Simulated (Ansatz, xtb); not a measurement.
**Relaxing a trial structure of CH7Si2−**

The starting geometry of this gas-phase singlet has its atoms placed at random.

| atom | x (Å) | y (Å) | z (Å) |
| --- | --- | --- | --- |
| C | 0.2042 | 0.5927 | 1.8790 |
| Si | 1.4198 | -0.4371 | 0.9632 |
| Si | -0.4637 | 0.9829 | -0.3965 |
| H | 0.4905 | -1.2134 | 2.0272 |
| H | -2.1077 | 0.4563 | -0.3136 |
| H | 1.9723 | -1.1230 | -0.4257 |
| H | 2.1834 | 0.7252 | 0.5633 |
| H | 0.9670 | 0.2650 | -1.3530 |
| H | 0.2381 | -1.3994 | -0.2892 |
| H | -0.5490 | 1.5086 | 2.0278 |

**Question.** Guess where an optimisation with r2SCAN-D4/def2-SVPD ends from this start.

**Answer.** It ends as `[SiH3][CH-][SiH3]`. Distances that change by over a tenth: Si3–H5 (1.73 → 1.53 Å). Contacts that close: C1–Si3 (2.40 → 1.79 Å), Si3–H8 (1.86 → 1.54 Å), Si3–H9 (2.49 → 1.51 Å).

The energy falls by 9.71 eV over 20 steps:

```json
{"step": "1", "E − E(last) (eV)": "9.709"}
{"step": "3", "E − E(last) (eV)": "5.926"}
{"step": "5", "E − E(last) (eV)": "3.965"}
{"step": "7", "E − E(last) (eV)": "2.363"}
{"step": "9", "E − E(last) (eV)": "0.899"}
{"step": "12", "E − E(last) (eV)": "0.119"}
{"step": "14", "E − E(last) (eV)": "0.009"}
{"step": "16", "E − E(last) (eV)": "0.002"}
{"step": "18", "E − E(last) (eV)": "0.000"}
{"step": "20", "E − E(last) (eV)": "0.000"}
```

Final geometry (Å):

```yaml
atoms:
  - { symbol: C, position_ang: [0.1378, 0.4648, 1.0002] }
  - { symbol: Si, position_ang: [1.6192, -0.4579, 1.4101] }
  - { symbol: Si, position_ang: [-0.6916, 0.4158, -0.5883] }
  - { symbol: H, position_ang: [1.6676, -1.0303, 2.8232] }
  - { symbol: H, position_ang: [-2.2161, 0.4320, -0.5355] }
  - { symbol: H, position_ang: [1.8232, -1.6510, 0.5040] }
  - { symbol: H, position_ang: [2.9956, 0.2216, 1.3652] }
  - { symbol: H, position_ang: [-0.4653, 1.5316, -1.6185] }
  - { symbol: H, position_ang: [-0.3471, -0.8263, -1.3787] }
  - { symbol: H, position_ang: [-0.1684, 1.2574, 1.7009] }
```

From the same start GFN2-xTB reaches the same bonding as this run.

From so rough a start the end depends on the optimiser's path, so another program may land elsewhere. The end wasn't checked by frequencies. Run with Ansatz 0.2.0, 40 s on 2 threads of Intel(R) Xeon(R) Processor @ 2.70GHz, with other jobs on the host.
